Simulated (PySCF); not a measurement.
Scan of C2H6O, singlet: bend at the central O, local threefold symmetry of each CH3 group. Scanned: C-O-C angle. Other coordinates (O-C length, H-C-O angle, C-H length) were minimised at PBE0/def2-TZVP.

The free coordinates were minimised at PBE0/def2-TZVP in PySCF; the energy column is wB97X-V/def2-TZVP in PySCF 2.14.0, in kcal/mol.

| a / ° | O-C length / Å | H-C-O angle / ° | C-H length / Å | E |
|---|---|---|---|---|
| 180 | 1.366 | 111.2 | 1.099 | 34.5 |
| 172.50 | 1.367 | 111.2 | 1.099 | 33.5 |
| 165 | 1.369 | 111.1 | 1.099 | 30.8 |
| 157.50 | 1.371 | 111.0 | 1.099 | 26.6 |
| 150 | 1.374 | 110.9 | 1.098 | 21.3 |
| 142.50 | 1.377 | 110.8 | 1.098 | 15.7 |
| 135 | 1.381 | 110.7 | 1.098 | 10.1 |
| 127.50 | 1.385 | 110.5 | 1.097 | 5.2 |
| 120 | 1.390 | 110.4 | 1.097 | 1.7 |
| 112.50 | 1.398 | 110.3 | 1.097 | 0.0 |
| 105 | 1.409 | 110.3 | 1.096 | 1.1 |
| 97.50 | 1.427 | 110.3 | 1.095 | 6.1 |
| 90 | 1.454 | 110.6 | 1.093 | 16.7 |
